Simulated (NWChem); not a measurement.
Program: NWChem. System: trifluoromethane (CHF3), charge 0, spin multiplicity 1, at a geometry optimised with PBE0/def2-SVP. Level: CR-CCSD(T)/def2-SVP, 4 core orbitals frozen.

Job file:

```
start mol
memory heap 100 mb stack 700 mb global 1900 mb
geometry units angstroms nocenter noautoz
  F      0.077835    -0.630672     1.078383
  C     -0.331824     0.026153     0.000000
  F      0.077835    -0.630672    -1.078383
  F      0.224611     1.231370     0.000000
  H     -1.431582     0.112843     0.000000
  symmetry group Cs
end
basis spherical
  * library def2-svp
end
scf
  rhf
  nopen 0
  maxiter 100
  thresh 1e-7
  semidirect memsize 60000000 filesize 0
end
tce
  freeze core 4
  cr-ccsd(t)
  2eorb
  2emet 13
  thresh 1e-6
  maxiter 100
  tilesize 24
end
task tce energy
```

Output (cleaned and shortened):

```
             Northwest Computational Chemistry Package (NWChem) 7.3.0
             --------------------------------------------------------

                                NWChem Input Module
                                -------------------

 Scaling coordinates for geometry "geometry" by  1.889725989
 (inverse scale =  0.529177249)

 Turning off AUTOSYM since
 SYMMETRY directive was detected!

                             Geometry "geometry" -> ""
                             -------------------------

 Output coordinates in angstroms (scale by  1.889725989 to convert to a.u.)

  No.       Tag          Charge          X              Y              Z
 ---- ---------------- ---------- -------------- -------------- --------------
    1 F                    9.0000     0.07783500    -0.63067200     1.07838300
    2 C                    6.0000    -0.33182400     0.02615300     0.00000000
    3 F                    9.0000     0.07783500    -0.63067200    -1.07838300
    4 F                    9.0000     0.22461100     1.23137000     0.00000000
    5 H                    1.0000    -1.43158200     0.11284300     0.00000000

 Effective nuclear repulsion energy (a.u.)     134.2283782719

            Nuclear Dipole moment (a.u.)
            ----------------------------
        X                 Y               Z
 ---------------- ---------------- ----------------
     0.0000056692    -0.0000094486     0.0000000000

      Symmetry information
      --------------------

 Group name             Cs
 Group number              2
 Group order               2
 No. of unique centers     4

      Symmetry unique atoms

     1    2    4    5


 Summary of "ao basis" -> "" (spherical)
 ------------------------------------------------------------------------------
       Tag                 Description            Shells   Functions and Types
 ---------------- ------------------------------  ------  ---------------------
 *                          def2-svp                  on all atoms

 Summary of "ao basis" -> "ao basis" (spherical)
 ------------------------------------------------------------------------------
       Tag                 Description            Shells   Functions and Types
 ---------------- ------------------------------  ------  ---------------------
 F                          def2-svp                 6       14   3s2p1d
 C                          def2-svp                 6       14   3s2p1d
 H                          def2-svp                 3        5   2s1p

                                 NWChem SCF Module
                                 -----------------

  ao basis        = "ao basis"
  functions       =    61
  atoms           =     5
  closed shells   =    17
  open shells     =     0
  charge          =   0.00
  wavefunction    = RHF
  use symmetry    = T
  symmetry adapt  = T

 Summary of "ao basis" -> "ao basis" (spherical)
 ------------------------------------------------------------------------------
       Tag                 Description            Shells   Functions and Types
 ---------------- ------------------------------  ------  ---------------------
 F                          def2-svp                 6       14   3s2p1d
 C                          def2-svp                 6       14   3s2p1d
 H                          def2-svp                 3        5   2s1p

      Symmetry analysis of basis
      --------------------------

        a'         38
        a"         23

 Forming initial guess at       0.0s

      Superposition of Atomic Density Guess
[...]
    31      0.759519  3 F  s                 20      0.407795  2 C  pz
    51     -0.318029  4 F  pz                 8     -0.294210  1 F  py
    36      0.294210  3 F  py                 7      0.185106  1 F  px
    35     -0.185106  3 F  px                48      0.173094  4 F  pz

 center of mass
 --------------
 x =   0.04859243 y =  -0.00383047 z =   0.00000000

 moments of inertia (a.u.)
 ------------------
         314.708867137192         -11.163379392329           0.000000000000
         -11.163379392329         173.967913645480           0.000000000000
           0.000000000000           0.000000000000         173.088581129098

  Mulliken analysis of the total density
  --------------------------------------

    Atom       Charge   Shell Charges
 -----------   ------   -------------------------------------------------------
    1 F    9     9.30   1.99  1.13  0.80  3.34  2.03  0.01
    2 C    6     5.13   1.99  0.87  0.03  1.76  0.28  0.20
    3 F    9     9.30   1.99  1.13  0.80  3.34  2.03  0.01
    4 F    9     9.30   1.99  1.13  0.80  3.34  2.03  0.01
    5 H    1     0.97   0.78  0.17  0.02

       Multipole analysis of the density wrt the origin
       ------------------------------------------------

     L   x y z        total         open         nuclear
     -   - - -        -----         ----         -------
     0   0 0 0     -0.000000      0.000000     34.000000

     1   1 0 0     -0.728333      0.000000      0.000006
     1   0 1 0      0.057395      0.000000     -0.000009
     1   0 0 1     -0.000000      0.000000      0.000000

     2   2 0 0    -13.504000      0.000000     11.688701
     2   1 1 0     -0.247742      0.000000      4.970956
     2   1 0 1     -0.000000      0.000000      0.000000
     2   0 2 0    -16.627408      0.000000     74.359327
     2   0 1 1     -0.000000      0.000000      0.000000
     2   0 0 2    -16.646903      0.000000     74.750868

                   NWChem Extensible Many-Electron Theory Module
                   ---------------------------------------------


            General Information
            -------------------
      Number of processors :     1
         Wavefunction type : Restricted Hartree-Fock
          No. of electrons :    34
           Alpha electrons :    17
            Beta electrons :    17
           No. of orbitals :   122
            Alpha orbitals :    61
             Beta orbitals :    61
        Alpha frozen cores :     4
         Beta frozen cores :     4
     Alpha frozen virtuals :     0
      Beta frozen virtuals :     0
         Spin multiplicity : singlet
    Number of AO functions :    61
       Number of AO shells :    27
        Use of symmetry is : on
      Symmetry adaption is : on
         Schwarz screening : 0.10D-09

          Correlation Information
          -----------------------
          Calculation type : Coupled-cluster singles & doubles w/ perturbation
   Perturbative correction : Completely renormalized (T)
            Max iterations :      100
        Residual threshold : 0.10D-05
     T(0) DIIS level shift : 0.00D+00
     L(0) DIIS level shift : 0.00D+00
     T(1) DIIS level shift : 0.00D+00
     L(1) DIIS level shift : 0.00D+00
     T(R) DIIS level shift : 0.00D+00
     T(I) DIIS level shift : 0.00D+00
   CC-T/L Amplitude update :  5-th order DIIS
                I/O scheme : Global Array Library
        L-threshold :  0.10D-05
        EOM-threshold :  0.10D-05
 no EOMCCSD initial starts read in
 TCE RESTART OPTIONS
 SLICE:      F
 D4D5:       F
 quantumc:   F
 qrotation:  F
 pwtce:      F
 qducc:      F
 nacto:                         0
 nrotv:                         0
 nrot:                          0

            Memory Information
            ------------------
          Available GA space size is     249033079 doubles
          Available MA space size is     104855076 doubles

 Maximum block size supplied by input
 Maximum block size        24 doubles

 tile_dim =     17

 -------------------------------------------------
   1    alpha     a'     8 doubles       0       1
   2    alpha     a"     5 doubles       8       2
   3    beta      a'     8 doubles      13       1
   4    beta      a"     5 doubles      21       2
   5    alpha     a'    13 doubles      26       5
   6    alpha     a'    14 doubles      39       6
   7    alpha     a"    17 doubles      53       7
   8    beta      a'    13 doubles      70       5
   9    beta      a'    14 doubles      83       6
  10    beta      a"    17 doubles      97       7

 Global array virtual files algorithm will be used

 Parallel file system coherency ......... OK

 4-electron integrals stored in orbital form

 v2    file size   =          1224805
 4-index algorithm nr.  13 is used
 imaxsize =       30
 imaxsize ichop =        0


CCSD iterations
 ---------------------------------------------------------
 Iter          Residuum       Correlation     Cpu    Wall
 ---------------------------------------------------------
    1   0.1855679617524  -0.6820149682920     0.2     0.2
    2   0.0475328871860  -0.6861982092478     0.2     0.2
    3   0.0153391839761  -0.6947759459431     0.2     0.2
    4   0.0060043906326  -0.6959530757742     0.2     0.2
    5   0.0021995698925  -0.6966860303468     0.2     0.2
    6   0.0004458576894  -0.6969302882172     0.2     0.2
    7   0.0002037949270  -0.6969678091313     0.2     0.2
    8   0.0000710465800  -0.6969722317155     0.2     0.2
    9   0.0000446878800  -0.6969725158858     0.2     0.2
   10   0.0000188843347  -0.6969742758275     0.2     0.2
   11   0.0000046425698  -0.6969751900291     0.2     0.2
   12   0.0000018290617  -0.6969752231380     0.2     0.2
   13   0.0000008569608  -0.6969753151273     0.2     0.2
 -----------------------------------------------------------------
 Iterations converged
 CCSD correlation energy / hartree =        -0.696975315127305
 CCSD total energy / hartree       =      -337.201020633214910

 Singles contributions

 Doubles contributions
 CR-CCSD(T)

 CR-CCSD[T]  correction energy / hartree =        -0.011009153193824
 CR-CCSD[T] correlation energy / hartree =        -0.707984468321129
 CR-CCSD[T] total energy / hartree       =      -337.212029786408721
 CR-CCSD(T)  correction energy / hartree =        -0.009822339530142
 CR-CCSD(T) correlation energy / hartree =        -0.706797654657447
 CR-CCSD(T) total energy / hartree       =      -337.210842972745070

 Task  times  cpu:       14.6s     wall:       14.6s

 Total times  cpu:       14.6s     wall:       14.6s
```
